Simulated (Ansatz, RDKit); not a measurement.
Noncovalent pair: CH5N (SMILES CN) (first 7 atoms) with CH4O (SMILES CO); geometry from S66by8 set.
(charge 0, multiplicity 1):
```xyz
13

N     -1.969    -0.447    -0.592
H     -0.979    -0.659    -0.620
H     -2.444    -1.337    -0.515
C     -2.251     0.355     0.596
H     -3.317     0.569     0.646
H     -1.956    -0.099     1.548
H     -1.739     1.311     0.512
O      1.834    -0.391    -0.493
H      2.116    -0.021    -1.333
C      2.220     0.520     0.526
H      1.897     0.091     1.470
H      3.301     0.659     0.565
H      1.742     1.494     0.411
```

Interaction energies are E(AB) − E(A) − E(B) at the monomers' geometry in the complex; basis-set methods are counterpoise corrected.

Correlated levels freeze the cores.

Programs: Ansatz (Gaussian orbitals); RDKit for the force fields. Values without a source in brackets are computed.

Give the interaction energy at the level MMFF94.

-1.8 kcal/mol

Ansatz is a quantum-chemistry and plane-wave program.
